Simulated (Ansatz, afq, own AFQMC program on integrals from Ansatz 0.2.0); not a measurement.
# AlH (triplet): AFQMC on the coupled-cluster ladder, cc-pVTZ

How near does AFQMC come to the top of the ladder for AlH (triplet)?

Computed with Ansatz 0.2.0, Gaussian basis, and an in-house AFQMC program (afq) on its integrals; all values are calculated. Level: cc-pVTZ, frozen cores.

The runs, in order: Full CI; PBE (unrestricted); r2SCAN (unrestricted); PBE0 (unrestricted); B3LYP (unrestricted); wB97M-V (unrestricted); CCSD(T) on UHF; B2PLYP (unrestricted); Full CI; Full CI (quintet); CCSDT(Q) on UHF; CCSD(T) on UHF; CCSD(T) on UHF; Phaseless AFQMC, CISD trial on UHF; Free-projection AFQMC, CISD trial on UHF.

2 further runs of the same task are left out: 2 that didn't finish.

### 1 The geometry

The geometry is a PBE0/def2-TZVP stationary point (not a proven minimum).

2 atoms, charge 0, spin multiplicity 3.

Atoms are counted from 1 here; the program's logs count them from 0.

Bond lengths: Al1–H2 1.605 Å.

### 2 Full CI

in.yaml

```yaml
crystal:
  periodic: [false, false, false]
  atoms:
    - {symbol: Al, position_ang: [0.000000, 0.000000, 0.000000]}
    - {symbol: H, position_ang: [0.000000, 0.000000, 1.604550]}
basis:
  gaussian: {orbitals: cc-pVTZ}
magnetization: {spin_polarized: false, initial_magnetization: 2}
correlation: {method: fci, electrons: outside_noble_gas}
```

On the command line:

```console
$ ansatz run in.yaml --threads 1 --pin off --events-out ev --progress --plain --max-ram 15360MiB --backend cuda --devices 0, --max-vram 18GiB
```

The log of the run:

```text
Functional definition: HF
  name "HF"
  cite "Fock, Z. Phys. 61, 126 (1930) doi:10.1007/BF01340294"
  parent pbe
  exchange = exact_x
  correlation = 0
518 factors; integrals over basis functions are off by at most 1.5e-7 eV
mean field evaluation 1: about -6595.7452 eV, gradient 5.2e0 eV
mean field evaluation 2: about -6595.7469 eV, gradient 5.3e0 eV
mean field evaluation 4: about -6596.4478 eV, gradient 1.3e0 eV
mean field evaluation 8: about -6596.5118 eV, gradient 3.7e-5 eV
mean field evaluation 16: about -6596.5107 eV, gradient 4.8e-1 eV
mean field -6596.51184260 eV, -242.4173389392 hartree, gradient 1.3e-6 eV, S^2 2.000000; 2 other end points of the search recorded, 0 dependent functions left out
mean field evaluation 32: about -6596.5393 eV, gradient 5.6e-1 eV
5 core orbitals not correlated: weight in the atoms' cores, before any rotation towards them, 1.000 or more for the frozen orbitals, at most 0.000 for the correlated occupied ones
reference -6596.51184260 eV, -242.4173389392 hartree; 3, 1 occupied and 40, 42 virtual orbitals, 518 factors
state -6598.13928889 eV, -242.4771464873 hartree
Total energy: -6598.13928889 eV, -242.4771464873 hartree
```

Wall time 15 s (1 × NVIDIA H100 80GB HBM3 with 1 thread of AMD EPYC 7R13 (Zen 3), shared host); peak host memory 0.82 GiB.

From the report: 203,780 determinants, symmetry B1.

### 3 PBE (unrestricted)

in.yaml

```yaml
crystal:
  periodic: [false, false, false]
  atoms:
    - {symbol: Al, position_ang: [0.000000, 0.000000, 0.000000]}
    - {symbol: H, position_ang: [0.000000, 0.000000, 1.604550]}
basis:
  gaussian: {orbitals: cc-pVTZ}
magnetization: {spin_polarized: true, initial_magnetization: 2}
hamiltonian: {xc: {name: PBE}}
output: {orbitals: {seedname: orbitals}}
```

On the command line:

```console
$ ansatz run in.yaml --threads 1 --pin off --events-out ev --progress --plain --max-ram 5120MiB --backend cpu
```

The log of the run:

```text
Functional definition: PBE
  name "PBE"
  cite "Perdew, Burke & Ernzerhof, Phys. Rev. Lett. 77, 3865 (1996) doi:10.1103/PhysRevLett.77.3865"
  parent pbe
  parameter kappa = 0.804
  parameter beta = 0.06672455060314922
  exchange = pbe_x(kappa = kappa, mu = beta*pi^2/3)
  correlation = pbe_c(beta = beta)
333 factors; their error is unknown
mean field evaluation 1: about -6605.4853 eV, gradient 8.8e0 eV
mean field evaluation 2: about -6604.6046 eV, gradient 1.1e1 eV
mean field evaluation 4: about -6606.2962 eV, gradient 2.8e-1 eV
mean field evaluation 8: about -6606.2902 eV, gradient 2.6e-3 eV
mean field evaluation 16: about -6606.2914 eV, gradient 3.5e-2 eV
mean field -6606.29022659 eV, -242.7766879229 hartree, gradient 9.8e-6 eV, S^2 2.002211; 3 other end points of the search recorded, 0 dependent functions left out
reference -6606.29025850 eV, -242.7766890956 hartree; 8, 6 occupied and 40, 42 virtual orbitals, 333 factors
Total energy: -6606.29025850 eV, -242.7766890956 hartree
```

Run time: 0.48 s. Hardware: 1 thread of AMD EPYC 7R13 (Zen 3), shared host; peak memory 0.73 GiB.

From the report: ⟨S²⟩ of the determinant 2.002 (pure triplet: 2.00).

### 4 r2SCAN (unrestricted)

in.yaml, as its differences from that of step 3:

```diff
@@ -8,3 +8,2 @@
 magnetization: {spin_polarized: true, initial_magnetization: 2}
-hamiltonian: {xc: {name: PBE}}
-output: {orbitals: {seedname: orbitals}}
+hamiltonian: {xc: {name: r2SCAN}}
```

Launched as before.

The log of the run:

```text
Functional definition: r2SCAN
  name "r2SCAN"
  cite "Furness, Kaplan, Ning, Perdew & Sun, J. Phys. Chem. Lett. 11, 8208 (2020) doi:10.1021/acs.jpclett.0c02405"
  cite "Furness, Kaplan, Ning, Perdew & Sun, J. Phys. Chem. Lett. 11, 9248 (2020) doi:10.1021/acs.jpclett.0c03077"
  parent r2scan
  parameter k0 = 0.174
  parameter k1 = 0.065
  parameter a1 = 4.9479
  exchange = r2scan_x(k0 = k0, k1 = k1, a1 = a1)
  correlation = r2scan_c
333 factors; their error is unknown
mean field evaluation 1: about -6608.7065 eV, gradient 7.8e0 eV
mean field evaluation 2: about -6608.6097 eV, gradient 7.7e0 eV
mean field evaluation 4: about -6609.3766 eV, gradient 2.2e-1 eV
mean field evaluation 8: about -6609.3708 eV, gradient 1.7e-3 eV
mean field evaluation 16: about -6609.3728 eV, gradient 6.8e-2 eV
mean field -6609.37076539 eV, -242.8898956356 hartree, gradient 3.5e-5 eV, S^2 2.004799; 3 other end points of the search recorded, 0 dependent functions left out
reference -6609.37077849 eV, -242.8898961172 hartree; 8, 6 occupied and 40, 42 virtual orbitals, 333 factors
Total energy: -6609.37077849 eV, -242.8898961172 hartree
```

It took 1 s on 1 thread of AMD EPYC 7R13 (Zen 3), shared host; peak memory 0.73 GiB.

From the report: ⟨S²⟩ of the determinant 2.005 (pure triplet: 2.00).

### 5 PBE0 (unrestricted)

in.yaml, as its differences from that of step 4:

```diff
@@ -8,2 +8,3 @@
 magnetization: {spin_polarized: true, initial_magnetization: 2}
-hamiltonian: {xc: {name: r2SCAN}}
+hamiltonian: {xc: {name: PBE0}}
+output: {orbitals: {seedname: orbitals}}
```

The command is unchanged.

The log of the run:

```text
Functional definition: PBE0
  name "PBE0"
  cite "Adamo & Barone, J. Chem. Phys. 110, 6158 (1999) doi:10.1063/1.478522"
  cite "Perdew, Burke & Ernzerhof, Phys. Rev. Lett. 77, 3865 (1996) doi:10.1103/PhysRevLett.77.3865"
  parent pbe
  parameter a = 0.25
  parameter kappa = 0.804
  parameter beta = 0.06672455060314922
  exchange = (1 - a)*pbe_x(kappa = kappa, mu = beta*pi^2/3) + a*exact_x
  correlation = pbe_c(beta = beta)
345 factors; their error is unknown
mean field evaluation 1: about -6606.4761 eV, gradient 6.4e0 eV
mean field evaluation 2: about -6606.7184 eV, gradient 4.3e0 eV
mean field evaluation 4: about -6606.9466 eV, gradient 1.7e-1 eV
mean field evaluation 8: about -6606.9650 eV, gradient 5.6e-3 eV
mean field evaluation 16: about -6606.9662 eV, gradient 5.1e-2 eV
mean field -6606.96500178 eV, -242.8014854538 hartree, gradient 2.2e-5 eV, S^2 2.003676; 1 other end points of the search recorded, 0 dependent functions left out
reference -6606.96502572 eV, -242.8014863336 hartree; 8, 6 occupied and 40, 42 virtual orbitals, 345 factors
Total energy: -6606.96502572 eV, -242.8014863336 hartree
```

It took 0.51 s on 1 thread of AMD EPYC 7R13 (Zen 3), shared host; peak memory 0.73 GiB.

From the report: ⟨S²⟩ of the determinant 2.004 (pure triplet: 2.00).

### 6 B3LYP (unrestricted)

in.yaml, as its differences from that of step 5:

```diff
@@ -8,3 +8,2 @@
 magnetization: {spin_polarized: true, initial_magnetization: 2}
-hamiltonian: {xc: {name: PBE0}}
-output: {orbitals: {seedname: orbitals}}
+hamiltonian: {xc: {name: B3LYP}}
```

Launched as before.

The log of the run (excerpt; [...] marks lines left out):

```text
Functional definition: B3LYP
  name "B3LYP"
  cite "Stephens, Devlin, Chabalowski & Frisch, J. Phys. Chem. 98, 11623 (1994) doi:10.1021/j100096a001"
  cite "Becke, Phys. Rev. A 38, 3098 (1988) doi:10.1103/PhysRevA.38.3098"
  cite "Lee, Yang & Parr, Phys. Rev. B 37, 785 (1988) doi:10.1103/PhysRevB.37.785"
  cite "Vosko, Wilk & Nusair, Can. J. Phys. 58, 1200 (1980) doi:10.1139/p80-159"
[...]
345 factors; their error is unknown
[...]
mean field -6610.67459493 eV, -242.9378104877 hartree, gradient 1.8e-5 eV, S^2 2.003826; 1 other end points of the search recorded, 0 dependent functions left out
reference -6610.67476552 eV, -242.9378167566 hartree; 8, 6 occupied and 40, 42 virtual orbitals, 345 factors
Total energy: -6610.67476552 eV, -242.9378167566 hartree
```

Run time: 0.51 s. Hardware: 1 thread of AMD EPYC 7R13 (Zen 3), shared host; peak memory 0.73 GiB.

From the report: ⟨S²⟩ of the determinant 2.004 (pure triplet: 2.00).

### 7 wB97M-V (unrestricted)

in.yaml, as its differences from that of step 6:

```diff
@@ -8,2 +8,3 @@
 magnetization: {spin_polarized: true, initial_magnetization: 2}
-hamiltonian: {xc: {name: B3LYP}}
+hamiltonian: {xc: {name: wB97M-V}}
+output: {orbitals: {seedname: orbitals}}
```

Launched as before.

The log of the run (excerpt; [...] marks lines left out):

```text
Functional definition: wB97M-V
  name "wB97M-V"
  cite "Mardirossian & Head-Gordon, J. Chem. Phys. 144, 214110 (2016) doi:10.1063/1.4952647"
  cite "Becke, J. Chem. Phys. 107, 8554 (1997) doi:10.1063/1.475007"
  cite "Vydrov & Van Voorhis, J. Chem. Phys. 133, 244103 (2010) doi:10.1063/1.3521275"
  # Of w^i u^j: cxij and so on, Table III.
[...]
  gx(w, u) = 1 - cx + cx01*u + cx10*w
  gss(w, u) = css00 + css04*u^4 + css10*w + css20*w^2 + css43*w^4*u^3
  gos(w, u) = cos00 + cos10*w + (cos20 + cos21*u)*w^2 + (cos60 + cos61*u)*w^6
[...]
      + integral(e_c_pw_mod_opposite_spin*gos(b97_w_opposite, b97_u_opposite)) + vv10(b, c)
333 factors; their error is unknown
84 factors; integrals over basis functions are off by at most 1.2e-4 eV
[...]
mean field -6609.30023031 eV, -242.8873035192 hartree, gradient 4.2e-5 eV, S^2 2.003023; 0 other end points of the search recorded, 0 dependent functions left out
reference -6609.30026125 eV, -242.8873046562 hartree; 8, 6 occupied and 40, 42 virtual orbitals, 333 factors
Total energy: -6609.30026125 eV, -242.8873046562 hartree
```

Run time: 1.4 s. Hardware: 1 thread of AMD EPYC 7R13 (Zen 3), shared host; peak memory 0.73 GiB.

From the report: ⟨S²⟩ of the determinant 2.003 (pure triplet: 2.00).

### 8 CCSD(T) on UHF

in.yaml, as its differences from that of step 7:

```diff
@@ -8,3 +8,2 @@
 magnetization: {spin_polarized: true, initial_magnetization: 2}
-hamiltonian: {xc: {name: wB97M-V}}
-output: {orbitals: {seedname: orbitals}}
+correlation: {method: ccsd_t, electrons: outside_noble_gas, hamiltonian_folder: ham}
```

On the command line:

```console
$ ansatz run in.yaml --threads 1 --pin off --events-out ev --progress --plain --max-ram 15360MiB --backend cuda --devices 0, --max-vram 18GiB
```

The log of the run (excerpt; [...] marks lines left out):

```text
Functional definition: HF
  name "HF"
  cite "Fock, Z. Phys. 61, 126 (1930) doi:10.1007/BF01340294"
  parent pbe
[...]
292 factors; integrals over basis functions are off by at most 1.8e-3 eV
[...]
mean field -6596.55576769 eV, -242.4189531566 hartree, gradient 8.2e-6 eV, S^2 2.007777; 2 other end points of the search recorded, 0 dependent functions left out
5 core orbitals not correlated: weight in the atoms' cores, before any rotation towards them, 1.000 or more for the frozen orbitals, at most 0.000 for the correlated occupied ones
reference -6596.55576769 eV, -242.4189531566 hartree; 3, 1 occupied and 40, 42 virtual orbitals, 292 factors
second order -1.14057034 eV of doubles, -0.00000000 eV of singles
cycle   1  -1.38125541 eV  change   -2.4e-1 eV  update   5.0e-2
[...]
cycle  10  -1.52958571 eV  change   -3.8e-6 eV  update   3.1e-6
perturbative correction -0.03924589 eV, -0.0014422599 hartree
Total energy: -6598.12459930 eV, -242.4766066547 hartree
```

Wall time 4.2 s (1 × NVIDIA H100 80GB HBM3 with 1 thread of AMD EPYC 7R13 (Zen 3), shared host); peak host memory 0.85 GiB.

From the report: ⟨S²⟩ of the determinant 2.008 (pure triplet: 2.00); correlation -1.5688 eV; T1 0.027; largest double amplitude 0.05.

This run also writes the integrals to the folder ham.

### 9 B2PLYP (unrestricted)

in.yaml, as its differences from that of step 8:

```diff
@@ -8,2 +8,3 @@
 magnetization: {spin_polarized: true, initial_magnetization: 2}
-correlation: {method: ccsd_t, electrons: outside_noble_gas, hamiltonian_folder: ham}
+hamiltonian: {xc: {name: B2PLYP}}
+correlation: {electrons: outside_noble_gas}
```

On the command line:

```console
$ ansatz run in.yaml --threads 1 --pin off --events-out ev --progress --plain --max-ram 5120MiB --backend cpu
```

The log of the run (excerpt; [...] marks lines left out):

```text
Functional definition: B2PLYP
  name "B2PLYP"
  cite "Grimme, J. Chem. Phys. 124, 034108 (2006) doi:10.1063/1.2148954"
  cite "Becke, Phys. Rev. A 38, 3098 (1988) doi:10.1103/PhysRevA.38.3098"
  cite "Lee, Yang & Parr, Phys. Rev. B 37, 785 (1988) doi:10.1103/PhysRevB.37.785"
[...]
292 factors; integrals over basis functions are off by at most 1.8e-3 eV
[...]
mean field -6606.39764488 eV, -242.7806354722 hartree, gradient 5.6e-6 eV, S^2 2.006781; 0 other end points of the search recorded, 0 dependent functions left out
5 core orbitals not correlated: weight in the atoms' cores, before any rotation towards them, 1.000 or more for the frozen orbitals, at most 0.000 for the correlated occupied ones
reference -6606.39775270 eV, -242.7806394346 hartree; 3, 1 occupied and 40, 42 virtual orbitals, 292 factors
second order -1.51092079 eV of doubles, -0.00000000 eV of singles
Total energy: -6606.80570132 eV, -242.7956312697 hartree
```

It took 0.51 s on 1 thread of AMD EPYC 7R13 (Zen 3), shared host; peak memory 0.73 GiB.

From the report: ⟨S²⟩ of the determinant 2.007 (pure triplet: 2.00).

### 10 Full CI

in.yaml

```yaml
hamiltonian:
  integrals:
    folder: ../ham
correlation: {method: fci}
```

On the command line:

```console
$ ansatz run in.yaml --threads 1 --pin off --events-out ev --progress --plain --max-ram 15360MiB --backend cuda --devices 0, --max-vram 18GiB
```

The log of the run:

```text
Functional definition: HF
  name "HF"
  cite "Fock, Z. Phys. 61, 126 (1930) doi:10.1007/BF01340294"
  parent pbe
  exchange = exact_x
  correlation = 0
reference -6596.55576769 eV, -242.4189531566 hartree; 3, 1 occupied and 40, 42 virtual orbitals, 292 factors
state -6598.14076825 eV, -242.4772008528 hartree
Total energy: -6598.14076825 eV, -242.4772008528 hartree
```

Wall time 11 s (1 × NVIDIA H100 80GB HBM3 with 1 thread of AMD EPYC 7R13 (Zen 3), shared host); peak host memory 0.79 GiB.

From the report: 132,710 determinants.

### 11 Full CI (quintet)

in.yaml

```yaml
crystal:
  periodic: [false, false, false]
  atoms:
    - {symbol: Al, position_ang: [0.000000, 0.000000, 0.000000]}
    - {symbol: H, position_ang: [0.000000, 0.000000, 1.604550]}
basis:
  gaussian: {orbitals: cc-pVTZ}
magnetization: {spin_polarized: false, initial_magnetization: 4}
correlation: {method: fci, electrons: outside_noble_gas}
```

Same command.

The log of the run:

```text
Functional definition: HF
  name "HF"
  cite "Fock, Z. Phys. 61, 126 (1930) doi:10.1007/BF01340294"
  parent pbe
  exchange = exact_x
  correlation = 0
518 factors; integrals over basis functions are off by at most 1.5e-7 eV
mean field evaluation 1: about -6590.6678 eV, gradient 9.6e0 eV
mean field evaluation 2: about -6590.6713 eV, gradient 9.6e0 eV
mean field evaluation 4: about -6592.1711 eV, gradient 7.0e-1 eV
mean field evaluation 8: about -6592.1780 eV, gradient 1.9e-3 eV
mean field -6592.17795107 eV, -242.2580713630 hartree, gradient 2.0e-6 eV, S^2 6.000000; 0 other end points of the search recorded, 0 dependent functions left out
mean field evaluation 16: about -6592.1179 eV, gradient 1.9e0 eV
5 core orbitals not correlated: weight in the atoms' cores, before any rotation towards them, 1.000 or more for the frozen orbitals, at most 0.000 for the correlated occupied ones
reference -6592.17795107 eV, -242.2580713630 hartree; 4, 0 occupied and 39, 43 virtual orbitals, 518 factors
state -6592.78924671 eV, -242.2805360634 hartree
Total energy: -6592.78924671 eV, -242.2805360634 hartree
```

Wall time 13 s (1 × NVIDIA H100 80GB HBM3 with 1 thread of AMD EPYC 7R13 (Zen 3), shared host); peak host memory 0.83 GiB.

From the report: 30,892 determinants, symmetry A2.

### 12 CCSDT(Q) on UHF

in.yaml

```yaml
crystal:
  periodic: [false, false, false]
  atoms:
    - {symbol: Al, position_ang: [0.000000, 0.000000, 0.000000]}
    - {symbol: H, position_ang: [0.000000, 0.000000, 1.604550]}
basis:
  gaussian: {orbitals: cc-pVTZ}
magnetization: {spin_polarized: true, initial_magnetization: 2}
correlation: {method: ccsdt_q, electrons: outside_noble_gas}
```

The command is unchanged.

The log of the run (excerpt; [...] marks lines left out):

```text
Functional definition: HF
  name "HF"
  cite "Fock, Z. Phys. 61, 126 (1930) doi:10.1007/BF01340294"
  parent pbe
[...]
518 factors; integrals over basis functions are off by at most 1.5e-7 eV
[...]
mean field -6596.55577139 eV, -242.4189532923 hartree, gradient 2.5e-6 eV, S^2 2.007777; 2 other end points of the search recorded, 0 dependent functions left out
5 core orbitals not correlated: weight in the atoms' cores, before any rotation towards them, 1.000 or more for the frozen orbitals, at most 0.000 for the correlated occupied ones
reference -6596.55577139 eV, -242.4189532923 hartree; 3, 1 occupied and 40, 42 virtual orbitals, 518 factors
second order -1.14057490 eV of doubles, -0.00000000 eV of singles
cycle   1  -1.38124951 eV  change   -2.4e-1 eV  update   5.2e-2
[...]
cycle  14  -1.58427088 eV  change    2.3e-7 eV  update   1.6e-7
perturbative correction -0.00061978 eV, -0.0000227764 hartree
Total energy: -6598.14066204 eV, -242.4771969496 hartree
```

Wall time 7 s (1 × NVIDIA H100 80GB HBM3 with 1 thread of AMD EPYC 7R13 (Zen 3), shared host); peak host memory 0.83 GiB.

From the report: ⟨S²⟩ of the determinant 2.008 (pure triplet: 2.00); correlation -1.5849 eV; T1 0.030; largest double amplitude 0.06.

### 13 CCSD(T) on UHF

in.yaml

```yaml
crystal:
  periodic: [false, false, false]
  atoms:
    - {symbol: Al, position_ang: [0.000000, 0.000000, 0.000000]}
    - {symbol: H, position_ang: [0.000000, 0.000000, 1.604550]}
basis:
  gaussian: {orbitals: def2-TZVPP}
magnetization: {spin_polarized: true, initial_magnetization: 2}
correlation: {method: ccsd_t, electrons: outside_noble_gas}
```

Launched as before.

The log of the run (excerpt; [...] marks lines left out):

```text
Functional definition: HF
  name "HF"
  cite "Fock, Z. Phys. 61, 126 (1930) doi:10.1007/BF01340294"
  parent pbe
[...]
331 factors; integrals over basis functions are off by at most 1.1e-3 eV
[...]
mean field -6596.44661716 eV, -242.4149419484 hartree, gradient 1.1e-6 eV, S^2 2.007729; 2 other end points of the search recorded, 0 dependent functions left out
5 core orbitals not correlated: weight in the atoms' cores, before any rotation towards them, 1.000 or more for the frozen orbitals, at most 0.000 for the correlated occupied ones
reference -6596.44661716 eV, -242.4149419484 hartree; 3, 1 occupied and 48, 50 virtual orbitals, 331 factors
second order -1.13643759 eV of doubles, -0.00000000 eV of singles
cycle   1  -1.37622208 eV  change   -2.4e-1 eV  update   5.0e-2
[...]
cycle  10  -1.52474247 eV  change   -4.0e-6 eV  update   3.2e-6
perturbative correction -0.03904432 eV, -0.0014348524 hartree
Total energy: -6598.01040395 eV, -242.4724100532 hartree
```

Wall time 5.5 s (1 × NVIDIA H100 80GB HBM3 with 1 thread of AMD EPYC 7R13 (Zen 3), shared host); peak host memory 0.85 GiB.

From the report: ⟨S²⟩ of the determinant 2.008 (pure triplet: 2.00); correlation -1.5638 eV; T1 0.027; largest double amplitude 0.05.

### 14 CCSD(T) on UHF

in.yaml, as its differences from that of step 13:

```diff
@@ -6,3 +6,3 @@
 basis:
-  gaussian: {orbitals: def2-TZVPP}
+  gaussian: {orbitals: "def2-QZVPP.json"}
 magnetization: {spin_polarized: true, initial_magnetization: 2}
```

Same command.

The log of the run (excerpt; [...] marks lines left out):

```text
Functional definition: HF
  name "HF"
  cite "Fock, Z. Phys. 61, 126 (1930) doi:10.1007/BF01340294"
  parent pbe
[...]
578 factors; integrals over basis functions are off by at most 1.2e-3 eV
[...]
mean field -6596.63976881 eV, -242.4220401408 hartree, gradient 2.9e-6 eV, S^2 2.007754; 2 other end points of the search recorded, 0 dependent functions left out
5 core orbitals not correlated: weight in the atoms' cores, before any rotation towards them, 1.000 or more for the frozen orbitals, at most 0.000 for the correlated occupied ones
reference -6596.63976881 eV, -242.4220401408 hartree; 3, 1 occupied and 92, 94 virtual orbitals, 578 factors
second order -1.21792199 eV of doubles, -0.00000000 eV of singles
cycle   1  -1.43635923 eV  change   -2.2e-1 eV  update   4.9e-2
[...]
cycle  11  -1.58533397 eV  change    5.2e-7 eV  update   1.9e-6
perturbative correction -0.04407904 eV, -0.0016198749 hartree
Total energy: -6598.26918182 eV, -242.4819199645 hartree
```

Run time: 6 s. Hardware: 1 × NVIDIA H100 80GB HBM3 with 1 thread of AMD EPYC 7R13 (Zen 3), shared host; peak host memory 0.86 GiB.

From the report: ⟨S²⟩ of the determinant 2.008 (pure triplet: 2.00); correlation -1.6294 eV; T1 0.029; largest double amplitude 0.04.

(Part 1 of 2 ends here.)
